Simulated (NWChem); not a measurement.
System: hydrogen isocyanide (CHN); SMILES [C-]#[NH+]

NWChem input:

```
start job
memory heap 200 mb stack 900 mb global 1100 mb
geometry units angstroms noautosym nocenter noautoz
  C      0.000000     0.000000     0.755342
  N      0.000000     0.000000    -0.428830
  H      0.000000     0.000000    -1.441298
end
basis spherical
  * library def2-svpd
end
dft
  xc xpbe96 cpbe96
  iterations 150
  vectors input atomic output neutral.movecs
end
task dft energy
charge 1
dft
  odft
  mult 2
  vectors input atomic output cation.movecs
end
task dft energy
charge -1
dft
  odft
  mult 2
  vectors input atomic output anion.movecs
end
task dft energy
```

Output (shortened):

```
             Northwest Computational Chemistry Package (NWChem) 7.3.0
             --------------------------------------------------------

                             Geometry "geometry" -> ""
                             -------------------------

 Output coordinates in angstroms (scale by  1.889725989 to convert to a.u.)

  No.       Tag          Charge          X              Y              Z
 ---- ---------------- ---------- -------------- -------------- --------------
    1 C                    6.0000     0.00000000     0.00000000     0.75534200
    2 N                    7.0000     0.00000000     0.00000000    -0.42883000
    3 H                    1.0000     0.00000000     0.00000000    -1.44129800

 Effective nuclear repulsion energy (a.u.)      23.8728069416

  pbe96 is a nonlocal functional; adding pw91lda local functional.

                                 NWChem DFT Module
                                 -----------------

 Summary of "ao basis" -> "ao basis" (spherical)
 ------------------------------------------------------------------------------
       Tag                 Description            Shells   Functions and Types
 ---------------- ------------------------------  ------  ---------------------
 C                         def2-svpd                 8       20   4s2p2d
 N                         def2-svpd                 8       20   4s2p2d
 H                         def2-svpd                 4        8   2s2p

            General Information
            -------------------
          SCF calculation type: DFT
          Wavefunction type:  closed shell.
          No. of atoms     :     3
          No. of electrons :    14
           Alpha electrons :     7
            Beta electrons :     7
          Charge           :     0
          Spin multiplicity:     1
          Use of symmetry is: off; symmetry adaption is: off
          Maximum number of iterations: 150
          AO basis - number of functions:    48
                     number of shells:    20
          Convergence on energy requested:  1.00D-06
          Convergence on density requested:  1.00D-05
          Convergence on gradient requested:  5.00D-04

              XC Information
              --------------
          PerdewBurkeErnzerhof Exchange Functional  1.000
            Perdew 1991 LDA Correlation Functional  1.000 local
           PerdewBurkeErnz. Correlation Functional  1.000 non-local

             Grid Information
             ----------------
          Grid used for XC integration:  medium
          Radial quadrature: Mura-Knowles
          Angular quadrature: Lebedev.
          Tag              B.-S. Rad. Rad. Pts. Rad. Cut. Ang. Pts.
          ---              ---------- --------- --------- ---------
          C                   0.70       49           8.0       434
          N                   0.65       49           7.0       434
          H                   0.35       45           9.0       434
          Grid pruning is: on
          Number of quadrature shells:   143
          Spatial weights used:  Erf1

      Superposition of Atomic Density Guess
      -------------------------------------

 Sum of atomic energies:         -92.36886466

      Non-variational initial energy
      ------------------------------

 Total energy =     -92.990399
 1-e energy   =    -171.256412
 2-e energy   =      54.393207
 HOMO         =      -0.379117
 LUMO         =       0.042572

   convergence    iter        energy       DeltaE   RMS-Dens  Diis-err
 ---------------- ----- ----------------- --------- --------- ---------
 d= 0,ls=0.0,diis     1    -93.2005630903 -1.17D+02  1.42D-02  2.02D-01
 d= 0,ls=0.0,diis     2    -93.1992395525  1.32D-03  8.47D-03  1.91D-01
 d= 0,ls=0.0,diis     3    -93.1943998510  4.84D-03  4.37D-03  2.24D-01
 d= 0,ls=0.0,diis     4    -93.2205302415 -2.61D-02  4.55D-04  5.34D-04
 d= 0,ls=0.0,diis     5    -93.2205919374 -6.17D-05  1.16D-04  2.35D-05
  Resetting Diis
 d= 0,ls=0.0,diis     6    -93.2205953700 -3.43D-06  2.09D-05  1.93D-06
 d= 0,ls=0.0,diis     7    -93.2205956172 -2.47D-07  3.73D-06  1.38D-08

         Total DFT energy =      -93.220595617156
      One electron energy =     -172.415886273336
           Coulomb energy =       67.758695125127
    Exchange-Corr. energy =      -12.436211410595
 Nuclear repulsion energy =       23.872806941647

 Numeric. integr. density =       14.000000557227

                       DFT Final Molecular Orbital Analysis
                       ------------------------------------

 Vector    5  Occ=2.000000D+00  E=-3.434769D-01
              MO Center=  1.4D-10, -1.6D-10, -9.1D-02, r^2= 1.0D+00
   Bfn.  Coefficient  Atom+Function         Bfn.  Coefficient  Atom+Function
  ----- ------------  ---------------      ----- ------------  ---------------
    25      0.390750  2 N  px                26      0.342300  2 N  py
     5     -0.259267  1 C  px                28     -0.236234  2 N  px
     6     -0.227120  1 C  py                29     -0.206943  2 N  py
     8     -0.100493  1 C  px                 9     -0.088033  1 C  py
    46     -0.039642  3 H  px                47     -0.034726  3 H  py

 Vector    6  Occ=2.000000D+00  E=-3.434769D-01
              MO Center= -1.5D-10,  1.3D-10, -9.1D-02, r^2= 1.0D+00
   Bfn.  Coefficient  Atom+Function         Bfn.  Coefficient  Atom+Function
  ----- ------------  ---------------      ----- ------------  ---------------
    26      0.390750  2 N  py                25     -0.342300  2 N  px
     6     -0.259267  1 C  py                29     -0.236234  2 N  py
     5      0.227120  1 C  px                28      0.206943  2 N  px
     9     -0.100493  1 C  py                 8      0.088033  1 C  px
    47     -0.039642  3 H  py                46      0.034726  3 H  px

 Vector    7  Occ=2.000000D+00  E=-2.757966D-01
              MO Center=  3.3D-10, -5.0D-10,  1.1D+00, r^2= 1.0D+00
   Bfn.  Coefficient  Atom+Function         Bfn.  Coefficient  Atom+Function
  ----- ------------  ---------------      ----- ------------  ---------------
     7      0.430730  1 C  pz                 2      0.417181  1 C  s
     3      0.314033  1 C  s                  1     -0.196227  1 C  s
    22     -0.179875  2 N  s                 10      0.177032  1 C  pz
     4      0.169268  1 C  s                 27      0.168362  2 N  pz
    41      0.100401  3 H  s                 23     -0.093296  2 N  s

 Vector    8  Occ=0.000000D+00  E=-3.540701D-02
              MO Center= -5.4D-10, -1.9D-10,  3.4D-01, r^2= 1.8D+00
   Bfn.  Coefficient  Atom+Function         Bfn.  Coefficient  Atom+Function
  ----- ------------  ---------------      ----- ------------  ---------------
     5      0.400984  1 C  px                 6      0.384789  1 C  py
     8      0.343700  1 C  px                 9      0.329818  1 C  py
    25      0.270574  2 N  px                26      0.259646  2 N  py
    28     -0.222713  2 N  px                29     -0.213718  2 N  py
    46     -0.109758  3 H  px                47     -0.105325  3 H  py

 Vector    9  Occ=0.000000D+00  E=-3.540701D-02
              MO Center=  1.2D-09, -1.5D-09,  3.4D-01, r^2= 1.8D+00
   Bfn.  Coefficient  Atom+Function         Bfn.  Coefficient  Atom+Function
  ----- ------------  ---------------      ----- ------------  ---------------
     6     -0.400984  1 C  py                 5      0.384789  1 C  px
     9     -0.343700  1 C  py                 8      0.329818  1 C  px
    26     -0.270574  2 N  py                25      0.259646  2 N  px
    29      0.222713  2 N  py                28     -0.213718  2 N  px
    47      0.109758  3 H  py                46     -0.105325  3 H  px

 Vector   10  Occ=0.000000D+00  E= 2.712954D-03
              MO Center=  3.3D-09, -3.5D-09, -1.9D+00, r^2= 2.4D+00
   Bfn.  Coefficient  Atom+Function         Bfn.  Coefficient  Atom+Function
  ----- ------------  ---------------      ----- ------------  ---------------
    24      3.439843  2 N  s                 42     -1.446006  3 H  s
     3     -1.416375  1 C  s                 48     -1.108699  3 H  pz
    10      0.359722  1 C  pz                22     -0.329254  2 N  s
    38      0.297584  2 N  d  0               4     -0.292807  1 C  s
    27     -0.244251  2 N  pz                30      0.177372  2 N  pz

     Multipole analysis of the density
     ---------------------------------

     L   x y z        total         alpha         beta         nuclear
     -   - - -        -----         -----         ----         -------
     0   0 0 0     -0.000000     -7.000000     -7.000000     14.000000

     1   1 0 0      0.000000      0.000000      0.000000      0.000000
     1   0 1 0     -0.000000     -0.000000     -0.000000      0.000000
     1   0 0 1     -1.226280     -0.697180     -0.697180      0.168080

     2   2 0 0     -8.947034     -4.473517     -4.473517      0.000000
     2   1 1 0     -0.000000     -0.000000     -0.000000      0.000000
     2   1 0 1      0.000000      0.000000      0.000000      0.000000
     2   0 2 0     -8.947034     -4.473517     -4.473517      0.000000
     2   0 1 1     -0.000000     -0.000000     -0.000000      0.000000
     2   0 0 2     -7.987298    -16.113583    -16.113583     24.239868

                                 NWChem DFT Module
                                 -----------------

            General Information
            -------------------
          SCF calculation type: DFT
          Wavefunction type:  spin polarized.
          No. of atoms     :     3
          No. of electrons :    13
           Alpha electrons :     7
            Beta electrons :     6
          Charge           :     1
          Spin multiplicity:     2
          Use of symmetry is: off; symmetry adaption is: off
          Maximum number of iterations: 150
          AO basis - number of functions:    48
                     number of shells:    20
          Convergence on energy requested:  1.00D-06
          Convergence on density requested:  1.00D-05
          Convergence on gradient requested:  5.00D-04

              XC Information
              --------------
          PerdewBurkeErnzerhof Exchange Functional  1.000
            Perdew 1991 LDA Correlation Functional  1.000 local
           PerdewBurkeErnz. Correlation Functional  1.000 non-local

             Grid Information
             ----------------
          Grid used for XC integration:  medium
          Radial quadrature: Mura-Knowles
          Angular quadrature: Lebedev.
          Tag              B.-S. Rad. Rad. Pts. Rad. Cut. Ang. Pts.
          ---              ---------- --------- --------- ---------
          C                   0.70       49           8.0       434
          N                   0.65       49           7.0       434
          H                   0.35       45           9.0       434
          Grid pruning is: on
          Number of quadrature shells:   143
          Spatial weights used:  Erf1

      Superposition of Atomic Density Guess
      -------------------------------------

 Sum of atomic energies:         -92.36886466

 Renormalizing density from      14.00 to     13

      Non-variational initial energy
      ------------------------------

 Total energy =     -88.250739
 1-e energy   =    -159.023811
 2-e energy   =      46.900265
 HOMO         =      -0.815983
 LUMO         =      -0.414345

   convergence    iter        energy       DeltaE   RMS-Dens  Diis-err
 ---------------- ----- ----------------- --------- --------- ---------
 d= 0,ls=0.0,diis     1    -92.5717127237 -1.16D+02  2.53D-02  5.23D-01
                                                     2.63D-02  4.42D-01
 d= 0,ls=0.5,diis     2    -90.8994438413  1.67D+00  1.13D-02  3.32D+00
                                                     9.60D-03  2.56D+00
 d= 0,ls=0.5,diis     3    -92.0534814863 -1.15D+00  5.64D-03  1.34D+00
                                                     3.86D-03  8.75D-01
 d= 0,ls=0.5,diis     4    -92.4443834984 -3.91D-01  4.63D-03  5.63D-01
                                                     2.16D-03  3.25D-01
 d= 0,ls=0.5,diis     5    -92.6161768960 -1.72D-01  3.11D-03  1.81D-01
                                                     1.29D-03  9.72D-02
 d= 0,ls=0.5,diis     6    -92.6792717033 -6.31D-02  1.89D-03  4.37D-02
                                                     7.47D-04  2.09D-02
  Resetting Diis
 d= 0,ls=0.5,diis     7    -92.6963297150 -1.71D-02  1.01D-03  9.29D-03
                                                     3.79D-04  3.84D-03
 d= 0,ls=0.5,diis     8    -92.7003677431 -4.04D-03  8.20D-04  2.04D-03
                                                     5.20D-04  7.18D-04
 d= 0,ls=0.5,diis     9    -92.7011618767 -7.94D-04  3.97D-04  1.02D-03
                                                     3.47D-04  1.11D-03
 d= 0,ls=0.5,diis    10    -92.7014751490 -3.13D-04  1.56D-04  2.74D-04
                                                     1.98D-04  3.52D-04
 d= 0,ls=0.5,diis    11    -92.7016036367 -1.28D-04  6.99D-05  3.31D-05
                                                     9.35D-05  6.14D-05
 d= 0,ls=0.5,diis    12    -92.7016281979 -2.46D-05  4.13D-05  3.53D-06
                                                     5.19D-05  1.29D-05
 d= 0,ls=0.5,diis    13    -92.7016349918 -6.79D-06  2.39D-05  5.76D-07
                                                     3.08D-05  3.48D-06
 d= 0,ls=0.5,diis    14    -92.7016374721 -2.48D-06  1.21D-05  1.67D-07
                                                     1.84D-05  1.08D-06
 d= 0,ls=0.5,diis    15    -92.7016383828 -9.11D-07  7.09D-06  5.73D-08
                                                     1.14D-05  3.58D-07
 d= 0,ls=0.5,diis    16    -92.7016387242 -3.41D-07  3.92D-06  2.46D-08
                                                     6.55D-06  1.25D-07

         Total DFT energy =      -92.701638844489
      One electron energy =     -166.765342488496
           Coulomb energy =       62.317421065106
    Exchange-Corr. energy =      -12.126524362747
 Nuclear repulsion energy =       23.872806941647

 Numeric. integr. density =       13.000000210187

                    DFT Final Alpha Molecular Orbital Analysis
                    ------------------------------------------

 Vector    5  Occ=1.000000D+00  E=-7.873150D-01
              MO Center=  5.3D-08, -4.1D-08, -1.6D-01, r^2= 8.2D-01
   Bfn.  Coefficient  Atom+Function         Bfn.  Coefficient  Atom+Function
  ----- ------------  ---------------      ----- ------------  ---------------
    25      0.471681  2 N  px                26     -0.368584  2 N  py
    28     -0.273978  2 N  px                 5     -0.253576  1 C  px
    29      0.214094  2 N  py                 6      0.198151  1 C  py
    39      0.043824  2 N  d  1              14     -0.034174  1 C  d  1
    37      0.034245  2 N  d -1              12     -0.026704  1 C  d -1

 Vector    6  Occ=1.000000D+00  E=-7.361998D-01
              MO Center=  2.2D-09, -1.8D-09, -1.3D-01, r^2= 8.7D-01
   Bfn.  Coefficient  Atom+Function         Bfn.  Coefficient  Atom+Function
  ----- ------------  ---------------      ----- ------------  ---------------
    26      0.452524  2 N  py                25      0.353615  2 N  px
     6     -0.270078  1 C  py                29     -0.265963  2 N  py
     5     -0.211047  1 C  px                28     -0.207831  2 N  px
    37     -0.036476  2 N  d -1               9     -0.036162  1 C  py
    12      0.033896  1 C  d -1              39      0.028503  2 N  d  1

[...]
```

Level: PBE/def2-SVPD, vertical spin-unrestricted ions. The geometry was optimised at PBE-D3(BJ)/def2-SVP.
